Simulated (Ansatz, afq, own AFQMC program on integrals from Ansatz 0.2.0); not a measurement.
Where AFQMC and coupled cluster stand for HCl, singlet

```xyz
2

Cl    0.0000    0.0000    0.0000
H     0.0000    0.0000    2.3310
```

Basis cc-pVDZ. Noble-gas cores (and the filled d shells of Ga–Kr and In–Xe) are frozen. Ansatz 0.2.0 and our own AFQMC program on the same integrals; the CISD trial comes from CCSD amplitudes, and released means the phaseless constraint is let go. Error bars are statistical, one sigma.

Determinant: RHF, the one that the program's search chose, which needn't be the lowest solution. The geometry is a point of a scan.

Full CI on the same integrals is exact in this basis and with this determinant's frozen core.

Cautions: restricted determinant unstable towards unrestricted (UHF 1.68 eV lower, ⟨S²⟩ 0.86); strong correlation (T1 0.030, weight of the determinant 0.82, largest double 0.39); the CCSD(T) amplitudes may be one of several solutions (largest double 0.39); the CCSDT(Q) amplitudes may be one of several solutions (largest double 0.44); the CCSDTQ amplitudes may be one of several solutions (largest double 0.44); the released energies are still falling, so no released level is given (meV from the phaseless value at times in 1/Eh: -15 ± 4 at 0.24, -21 ± 4 at 0.51, -29 ± 5 at 0.99, -37 ± 3 at 1.62, -41 ± 5 at 2.40).

* T1 diagnostic: 0.0300
* weight of the determinant in the CISD state: 0.816
* size of the correlated space: 8 electrons in 18 orbitals

```
  level  correlation energy (eV)
    MP2                  -4.5810
   CCSD                  -5.4946
CCSD(T)                  -5.7293
```

Estimate where phaseless AFQMC with a CISD trial lies against CCSD(T) on the same integrals.

4.6 ± 0.4 kJ/mol above CCSD(T).

Reference: full CI, correlation energy -5.754 eV.

```
        level  E − E(reference) (kJ/mol)  share of correlation (%)
      CCSD(T)                        2.4                     99.57
        CCSDT                        1.9                     99.66
     CCSDT(Q)                       -0.1                    100.02
       CCSDTQ                        0.1                     99.98
  ph-AFQMC/HF                 36.7 ± 3.8                     93.38
ph-AFQMC/CISD                  7.0 ± 0.4                     98.75
```

CCSDT and higher add their correlation energy to the determinant of the CCSD(T) run, since their own runs factorise the integrals more tightly (a shift of under 2 meV). A walk keeps the symmetry of its determinant, which the program's search chose and which needn't be the lowest solution, so a lower state of the same spin and another symmetry isn't excluded.
